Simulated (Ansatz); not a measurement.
Hexagonal-diamond C (model structure)

All values below come from r²SCAN (plane waves, PAW; Ansatz, a first-principles code).

Numerical settings: plane-wave cutoff 500 eV, 18×18×8 k mesh (along the axes of the cell as run), gaussian smearing 0.02 eV, scalar-relativistic PAW data made under PBE.

Cell (relaxed at this level):

Space group P6₃/mmc (No. 194); a = 2.5032 Å, b = 2.5032 Å, c = 4.1689 Å, α = 90.00°, β = 90.00°, γ = 120.00°

| atom | site | symmetry | x | y | z |
|---|---|---|---|---|---|
| C | 4f | 3m. | 0.3333 | 0.6667 | 0.0627 |

```json
{
  "band_gap": "3.60 eV (on the SCF k mesh)"
}
```

Computed values are for the static lattice.

It cost roughly 25 core-seconds of CPU time.

A model structure was made by putting elements into a prototype or built by hand; here it ended with the formula and space group of a phase in our tables.
